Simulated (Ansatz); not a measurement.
Fluorite CeO2 was calculated with B3LYP (VWN-RPA form) (plane waves, PAW; Ansatz, a quantum-chemistry and plane-wave program).

Settings: plane-wave cutoff 520 eV, 8×8×8 k mesh, no spin polarisation, scalar-relativistic PAW data made under PBE.

Computed at the level's own relaxed cell.

Elastic tensor (GPa, Voigt notation, ions relaxed):

```
  373.1   100.4   100.4     0.0     0.0     0.0
  100.4   373.1   100.4     0.0     0.0     0.0
  100.4   100.4   373.1     0.0     0.0     0.0
    0.0     0.0     0.0    49.5     0.0     0.0
    0.0     0.0     0.0     0.0    49.5     0.0
    0.0     0.0     0.0     0.0     0.0    49.5
```

Task: Work out the Voigt, Reuss and Hill averages of the bulk and shear moduli, Young's modulus and Poisson's ratio from the printed constants.

Result: K_V = [C11 + C22 + C33 + 2(C12 + C13 + C23)]/9 = [1119.3 + 2 × 301.2]/9 = 191.3 GPa. G_V = [1119.3 − 301.2 + 3 × 148.5]/15 = 84.2 GPa. From the compliances S = C⁻¹, K_R = 191.3 and G_R = 66.4 GPa. Hill means: K = 191.3, G = 75.3 GPa. E = 9KG/(3K + G) = 200 GPa, ν = (3K − 2G)/(6K + 2G) = 0.33, K/G = 2.54.

Measured, for comparison: elastic constant C11 403 GPa, elastic constant C12 105 GPa, elastic constant C44 60 GPa (temperature not stated, no zero-point or thermal correction; as tabulated in Atomistic and experimental study on thermal conductivity of bulk and porous …). Computed (rounded) less measured: elastic constant C11 -7 %, elastic constant C12 -5 %, elastic constant C44 -18 %.

Computed values are for the static lattice.
